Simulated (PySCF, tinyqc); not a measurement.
Inside a calculation. Method: CISD on RHF in the sto-6g basis, frozen core, for LiH, spin multiplicity 1. The lowest restricted solution is unstable here: a spin-polarised one lies 0.0930 hartree lower (PySCF). Computed by tinyqc, a small Python program that keeps every step (integrals from PySCF). Settings: charge = 0, multiplicity = 1, basis = sto-6g, method = RHF, frozen orbitals = 1, energy threshold = 1e-10, iteration cap = 71, orthogonalisation = symmetric, start = atomic densities, DIIS depth = 6, ci = CISD. Command: `OMP_NUM_THREADS=1 python tinyqc.py 31872 31873 out.jsonl` (the two numbers bound the seeds that draw the settings). One thread of a shared host (Intel(R) Xeon(R) Processor @ 2.60GHz), about 0.2 s of CPU time with the checks. The early iterations of the SCF are left out here.

## One-electron integrals

Geometry (angstrom):
```
atom,x,y,z
Li,0.000000,0.000000,0.000000
H,0.000000,0.000000,3.166000
```

Basis sto-6g: exponents (1/bohr^2) and contraction coefficients of normalised primitives:
```
element,l (shell),exponent,coefficient
Li,s (1),167.175846,0.009164
Li,s (1),30.651508,0.049361
Li,s (1),8.575187,0.168538
Li,s (1),2.945808,0.370563
Li,s (1),1.143944,0.416492
Li,s (1),0.471139,0.130334
Li,s (2),6.597564,-0.013253
Li,s (2),1.305830,-0.046992
Li,s (2),0.405851,-0.033785
Li,s (2),0.156146,0.250242
Li,s (2),0.067814,0.595117
Li,s (2),0.031084,0.240706
Li,p (3),6.597564,0.003760
Li,p (3),1.305830,0.037679
Li,p (3),0.405851,0.173897
Li,p (3),0.156146,0.418036
Li,p (3),0.067814,0.425860
Li,p (3),0.031084,0.101708
H,s (1),35.523221,0.009164
H,s (1),6.513144,0.049361
H,s (1),1.822143,0.168538
H,s (1),0.625955,0.370563
H,s (1),0.243077,0.416492
H,s (1),0.100112,0.130334
```

Overlap, kinetic and nuclear-attraction integrals over the contracted functions; the nuclear repulsion is the sum of Za Zb / Rab.

nuclear repulsion = 0.50143134 hartree

overlap S, lower triangle:
```
,1Li 1s,1Li 2s,1Li 2px,1Li 2py,1Li 2pz,2H 1s
1Li 1s,1.000000
1Li 2s,0.235742,1.000000
1Li 2px,0.000000,0.000000,1.000000
1Li 2py,0.000000,0.000000,0.000000,1.000000
1Li 2pz,0.000000,0.000000,0.000000,0.000000,1.000000
2H 1s,0.002060,0.106711,0.000000,0.000000,0.166182,1.000000
```

kinetic energy T (hartree), lower triangle:
```
,1Li 1s,1Li 2s,1Li 2px,1Li 2py,1Li 2pz,2H 1s
1Li 1s,3.616742
1Li 2s,-0.110723,0.106524
1Li 2px,0.000000,0.000000,0.320007
1Li 2py,0.000000,0.000000,0.000000,0.320007
1Li 2pz,0.000000,0.000000,0.000000,0.000000,0.320007
2H 1s,-0.001059,-0.003210,0.000000,0.000000,0.002332,0.768522
```

nuclear attraction V (hartree), lower triangle:
```
,1Li 1s,1Li 2s,1Li 2px,1Li 2py,1Li 2pz,2H 1s
1Li 1s,-8.234288
1Li 2s,-0.867765,-1.366403
1Li 2px,0.000000,0.000000,-1.356251
1Li 2py,0.000000,0.000000,0.000000,-1.356251
1Li 2pz,-0.004348,-0.049009,0.000000,0.000000,-1.386544
2H 1s,-0.007598,-0.132948,0.000000,0.000000,-0.208929,-1.740991
```

core Hamiltonian H = T + V (hartree), lower triangle:
```
,1Li 1s,1Li 2s,1Li 2px,1Li 2py,1Li 2pz,2H 1s
1Li 1s,-4.617546
1Li 2s,-0.978488,-1.259879
1Li 2px,0.000000,0.000000,-1.036244
1Li 2py,0.000000,0.000000,0.000000,-1.036244
1Li 2pz,-0.004348,-0.049009,0.000000,0.000000,-1.066537
2H 1s,-0.008657,-0.136159,0.000000,0.000000,-0.206597,-0.972469
```

## Two-electron integrals

Functions are numbered as in S; the eight-fold symmetry (ij|kl) = (ji|kl) = (kl|ij) leaves the list below.

Two-electron integrals (ij|kl) in chemists' order, unique and non-zero (hartree):
```
i,j,k,l,(ij|kl)
1,1,1,1,1.681247
2,1,1,1,0.242603
2,1,2,1,0.044507
2,2,1,1,0.397190
2,2,2,1,0.090279
2,2,2,2,0.290625
3,1,3,1,0.009437
3,2,3,1,0.014261
3,2,3,2,0.064236
3,3,1,1,0.397190
3,3,2,1,0.090279
3,3,2,2,0.290625
3,3,3,3,0.313125
4,1,4,1,0.009437
4,2,4,1,0.014261
4,2,4,2,0.064236
4,3,4,3,0.016875
4,4,1,1,0.397190
4,4,2,1,0.090279
4,4,2,2,0.290625
4,4,3,3,0.279374
4,4,4,4,0.313125
5,1,5,1,0.009437
5,2,5,1,0.014261
5,2,5,2,0.064236
5,3,5,3,0.016875
5,4,5,4,0.016875
5,5,1,1,0.397190
5,5,2,1,0.090279
5,5,2,2,0.290625
5,5,3,3,0.279374
5,5,4,4,0.279374
5,5,5,5,0.313125
6,1,1,1,0.002010
6,1,2,1,0.000366
6,1,2,2,0.000771
6,1,3,3,0.000760
6,1,4,4,0.000760
6,1,5,1,0.000050
6,1,5,2,0.000109
6,1,5,5,0.000794
6,1,6,1,3.36e-06
6,2,1,1,0.023087
6,2,2,1,0.005416
6,2,2,2,0.021526
6,2,3,3,0.020330
6,2,4,4,0.020330
6,2,5,1,0.000720
6,2,5,2,0.006453
6,2,5,5,0.023919
6,2,6,1,0.000055
6,2,6,2,0.004728
6,3,3,1,0.000188
6,3,3,2,0.001275
6,3,5,3,0.000626
6,3,6,3,0.000143
6,4,4,1,0.000188
6,4,4,2,0.001275
6,4,5,4,0.000626
6,4,6,4,0.000143
6,5,1,1,0.034682
6,5,2,1,0.008157
6,5,2,2,0.032857
6,5,3,3,0.030872
6,5,4,4,0.030872
6,5,5,1,0.001135
6,5,5,2,0.010244
6,5,5,5,0.036827
6,5,6,1,0.000084
6,5,6,2,0.007598
6,5,6,5,0.012233
6,6,1,1,0.167143
6,6,2,1,0.039402
6,6,2,2,0.165896
6,6,3,3,0.156232
6,6,4,4,0.156232
6,6,5,1,0.004347
6,6,5,2,0.048226
6,6,5,5,0.185222
6,6,6,1,0.000397
6,6,6,2,0.052466
6,6,6,5,0.085667
6,6,6,6,0.774999
```

## Orthogonalisation

S = U s U^T; symmetric (Loewdin) form X = U s^(-1/2) U^T, so that X^T S X = 1.

eigenvalues of S: 0.729360  0.854785  1.000000  1.000000  1.143259  1.272596

X, lower triangle:
```
,1Li 1s,1Li 2s,1Li 2px,1Li 2py,1Li 2pz,2H 1s
1Li 1s,1.021887
1Li 2s,-0.123005,1.026470
1Li 2px,0.000000,0.000000,1.000000
1Li 2py,0.000000,0.000000,0.000000,1.000000
1Li 2pz,-0.001273,0.007113,0.000000,0.000000,1.010664
2H 1s,0.009034,-0.056518,0.000000,0.000000,-0.085205,1.015216
```

## Starting guess

The start is atomic minimal-basis densities projected into this basis (PySCF's MINAO start) and scaled to the electron count of each spin; this density is not idempotent, so its energy is not variational and may lie below the converged one.

D at the start, lower triangle:
```
,1Li 1s,1Li 2s,1Li 2px,1Li 2py,1Li 2pz,2H 1s
1Li 1s,2.077819
1Li 2s,-0.225216,1.016933
1Li 2px,0.000000,0.000000,0.000000
1Li 2py,0.000000,0.000000,0.000000,0.000000
1Li 2pz,0.002005,-0.004412,0.000000,0.000000,0.001378
2H 1s,-0.018287,0.069876,0.000000,0.000000,0.036146,0.983206
```

## Iteration 9 (converged): orbitals

converged F (hartree), lower triangle:
```
,1Li 1s,1Li 2s,1Li 2px,1Li 2py,1Li 2pz,2H 1s
1Li 1s,-2.423232
1Li 2s,-0.622955,-0.187407
1Li 2px,0.000000,0.000000,0.147513
1Li 2py,0.000000,0.000000,0.000000,0.147513
1Li 2pz,0.010217,-0.023514,0.000000,0.000000,0.113456
2H 1s,-0.005044,-0.119181,0.000000,0.000000,-0.110952,-0.048401
```

Diagonalise F' = X^T F X, C = X C', fill 2 alpha and 2 beta electrons from the bottom; D = 2 C_occ C_occ^T. Each column has its largest component positive (the first on a tie).

F' = X^T F X (hartree), lower triangle:
```
,1,2,3,4,5,6
1,-2.376560
2,-0.336110,-0.063477
3,0.000000,0.000000,0.147513
4,0.000000,0.000000,0.000000,0.147513
5,0.010215,-0.008649,0.000000,0.000000,0.134423
6,0.021368,-0.116941,0.000000,0.000000,-0.120184,-0.016685
```

orbital energies (hartree): MO1 -2.424452, MO2 -0.165577, MO3 0.054352, MO4 0.147513, MO5 0.147513, MO6 0.213378

coefficients C:
```
,MO1,MO2,MO3,MO4,MO5,MO6
1Li 1s,0.994359,-0.151128,-0.207231,0.000000,0.000000,-0.070240
1Li 2s,0.022866,0.583345,0.803242,0.000000,0.000000,0.293266
1Li 2px,0.000000,0.000000,0.000000,0.959034,0.283292,0.000000
1Li 2py,0.000000,0.000000,0.000000,-0.283292,0.959034,0.000000
1Li 2pz,-0.003691,0.259176,-0.476746,0.000000,0.000000,0.856902
2H 1s,-0.000868,0.683845,-0.409904,0.000000,0.000000,-0.636814
```

D after iteration 9, lower triangle:
```
,1Li 1s,1Li 2s,1Li 2px,1Li 2py,1Li 2pz,2H 1s
1Li 1s,2.023178
1Li 2s,-0.130845,0.681628
1Li 2px,0.000000,0.000000,0.000000
1Li 2py,0.000000,0.000000,0.000000,0.000000
1Li 2pz,-0.085679,0.302209,0.000000,0.000000,0.134371
2H 1s,-0.208423,0.797795,0.000000,0.000000,0.354479,0.935290
```

Within a degenerate level the vectors are fixed only up to a rotation; this is one choice.

## Convergence

Stop when the energy changes by less than 1e-10 hartree and every element of the error matrix X^T (F D S - S D F) X is below 3e-06.

Course of the cycle:
```
iteration,E (hartree),change,largest element of the error matrix
1,-7.68594619,-,4.65e-02
2,-7.74684940,-6.09e-02,1.38e-01
3,-7.74636091,4.88e-04,1.38e-01
4,-7.78016449,-3.38e-02,2.78e-02
5,-7.78165425,-1.49e-03,1.39e-02
6,-7.78192923,-2.75e-04,1.10e-03
7,-7.78193141,-2.18e-06,3.82e-05
8,-7.78193141,-4.25e-09,1.22e-06
9,-7.78193141,-2.42e-12,4.07e-07
```

PySCF RHF in the same basis = -7.78193141 hartree

Converged in 9 iterations.

## Populations, bond orders and dipole

Mulliken: Z minus the diagonal of D S on the atom; Loewdin: the same with S^(1/2) D S^(1/2); Mayer order: 2 sum_s sum (D(s) S)_ij (D(s) S)_ji over the two atoms.

Charges (e):
```
atom,Mulliken,Loewdin
1Li,0.078902,0.077227
2H,-0.078902,-0.077227
```

Mayer bond orders:
```
pair,order
2-1,0.993774
```

dipole moment about the origin, x y z (debye): 0.000000  0.000000  -5.215853

## Integrals over molecular orbitals

(pq|rs) = sum C_ip C_jq C_kr C_ls (ij|kl), one index at a time.

one-electron integrals over orbitals h = C^T H C (hartree), lower triangle:
```
,1,2,3,4,5,6
1,-4.610706
2,0.105816,-1.082628
3,0.156483,-0.042401,-1.047105
4,0.000000,0.000000,0.000000,-1.036244
5,0.000000,0.000000,0.000000,0.000000,-1.036244
6,0.035682,-0.086152,0.000752,0.000000,0.000000,-1.016882
```

Two-electron integrals over orbitals (pq|rs), unique and non-zero (hartree); the lowest 1 orbital is frozen and left out:
```
p,q,r,s,(pq|rs)
2,2,2,2,0.396753
3,2,2,2,-0.096310
3,2,3,2,0.071802
3,3,2,2,0.233200
3,3,3,2,0.011145
3,3,3,3,0.290419
4,2,4,2,0.021960
4,3,4,2,0.024924
4,3,4,3,0.040399
4,4,2,2,0.210884
4,4,3,2,0.041331
4,4,3,3,0.263069
4,4,4,4,0.313125
5,2,5,2,0.021960
5,3,5,2,0.024924
5,3,5,3,0.040399
5,4,5,4,0.016875
5,5,2,2,0.210884
5,5,3,2,0.041331
5,5,3,3,0.263069
5,5,4,4,0.279374
5,5,5,5,0.313125
6,2,2,2,-0.089140
6,2,3,2,0.078076
6,2,3,3,-0.009050
6,2,4,4,0.049801
6,2,5,5,0.049801
6,2,6,2,0.116200
6,3,2,2,0.084867
6,3,3,2,-0.056357
6,3,3,3,-0.027708
6,3,4,4,-0.023880
6,3,5,5,-0.023880
6,3,6,2,-0.050301
6,3,6,3,0.062682
6,4,4,2,0.013613
6,4,4,3,0.005936
6,4,6,4,0.016290
6,5,5,2,0.013613
6,5,5,3,0.005936
6,5,6,5,0.016290
6,6,2,2,0.332570
6,6,3,2,-0.040864
6,6,3,3,0.254902
6,6,4,4,0.250513
6,6,5,5,0.250513
6,6,6,2,-0.022759
6,6,6,3,0.036204
6,6,6,6,0.324655
```

## CISD: determinants and Hamiltonian

one-electron integrals dressed by the frozen orbital, h + 2 (pq|11) - (p1|1q) (hartree), lower triangle:
```
,2,3,4,5,6
2,-0.562330
3,0.096310,-0.340245
4,0.000000,0.000000,-0.252294
5,0.000000,0.000000,0.000000,-0.252294
6,0.089140,-0.091659,0.000000,0.000000,-0.335563
```

energy of the frozen orbital, 2 h_11 + (11|11) = -7.55545588 hartree

Hartree-Fock energy = -7.78193141 hartree

Slater-Condon rules over spin orbitals, with the nuclear repulsion and the energy of the frozen orbital added and E(HF) subtracted on the diagonal. Only determinants linked to the reference directly or through others are kept (one block of an abelian symmetry group), so some states are absent.

Occupation strings over the orbitals (2 doubly, a alpha, b beta, 0 empty; spin orbitals ordered 1a 1b 2a 2b ...): 220000 2ab000 2a000b 2ba000 2b000a 202000 20a00b 200200 200020 20b00a 200002

H - E(HF) between determinants (hartree), lower triangle:
```
,220000,2ab000,2a000b,2ba000,2b000a,202000,20a00b,200200,200020,20b00a,200002
220000,0.000000
2ab000,0.000000,0.058532
2a000b,0.000000,-0.006792,0.162584
2ba000,0.000000,-0.071802,-0.078076,0.058532
2b000a,0.000000,-0.078076,-0.116200,-0.006792,0.162584
202000,0.071802,0.107455,-0.056357,-0.107455,0.056357,0.337836
20a00b,0.078076,-0.056357,0.055446,-0.080090,0.050301,-0.119367,0.307001
200200,0.021960,0.024924,0.013613,-0.024924,-0.013613,0.040399,0.005936,0.536443
200020,0.021960,0.024924,0.013613,-0.024924,-0.013613,0.040399,0.005936,0.016875,0.536443
20b00a,-0.078076,-0.080090,0.050301,-0.056357,0.055446,0.119367,-0.062682,-0.005936,-0.005936,0.307001
200002,0.116200,-0.050301,0.066381,0.050301,-0.066381,0.062682,-0.055455,0.016290,0.016290,0.055455,0.381435
```

## CISD: roots

Diagonalise (each vector has its largest component positive (the first on a tie)); all determinants have Ms = 0, so triplets appear too. The lowest singlet root is the correlation energy.

lowest roots of this matrix, relative to E(HF) (hartree): -0.100483  -0.086678  -0.027819  0.005671  0.279774  0.294911  0.358440  0.446563

lowest vectors:
```
,root 1,root 2,root 3,root 4
220000,0.821711,0.000000,-0.331961,0.000000
2ab000,0.164741,0.632224,0.492137,-0.150012
2a000b,-0.048772,0.262849,-0.260065,0.595918
2ba000,-0.164741,0.632224,-0.492137,-0.150012
2b000a,0.048772,0.262849,0.260065,0.595918
202000,-0.338781,0.000000,-0.381589,0.000000
20a00b,-0.249256,0.176646,-0.026443,-0.349825
200200,-0.008608,0.000000,-0.000255,0.000000
200020,-0.008608,0.000000,-0.000255,0.000000
20b00a,0.249256,0.176646,0.026443,-0.349825
200002,-0.163022,0.000000,0.350895,0.000000
```

<S^2> of these roots: 0.000000  2.000000  0.000000  2.000000  0.000000  0.000000  2.000000  0.000000

weight of the ground state by excitation level 0, 1, 2, ...: 0.675209  0.059037  0.265754

The reference has a weight of only 0.68: one determinant is a poor start here. A root of higher spin lies below E(HF).
